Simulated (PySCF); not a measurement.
# Substituent chemical shifts

Parent skeleton `[CH3:1][C:2]#[N:3]`; one hydrogen on atom 1 is replaced by X. Hydrogens on one atom are averaged.

Averaged over atoms made equivalent by symmetry, fast rotation or ring inversion, non-relativistic Hamiltonian, no solvent, one conformer. NMR shieldings at PBE0/pcSseg-1/GIAO; PBE0-D3(BJ)/def2-SVP geometry; PySCF 2.14.0 with density-fitted response routines.

Shifts are taken against calculated references (same method and geometry level): ¹³C, ¹H vs TMS; NH3 for ¹⁵N.

Parent (X = H): C1 1.5, C2 120.3, N3 305.7, H(C1) 1.80 ppm. Effects are Δδ = δ(X) − δ(H), positive for deshielding.

(1) Order these by the shift of C2, most shielded first.
A. X = SH
B. X = BCl2
C. X = CH2OH

(2) Order these by the shift of H(C1), most shielded first.
A. X = CH2OH
B. X = N=CH2
C. X = BCl2
D. X = SH

Results:

(1) B (-1.0 ppm), A (+1.5 ppm), C (+3.4 ppm).

(2) A (+0.43 ppm), C (+0.55 ppm), D (+1.08 ppm), B (+2.22 ppm).

Experimental scales use liquid or dissolved standards, which lie at an offset from isolated NH3 (liquid NH3: subtract about 20 ppm). Unscaled 15N shifts of sp2 nitrogen come out 20 to 40 ppm too high even then.
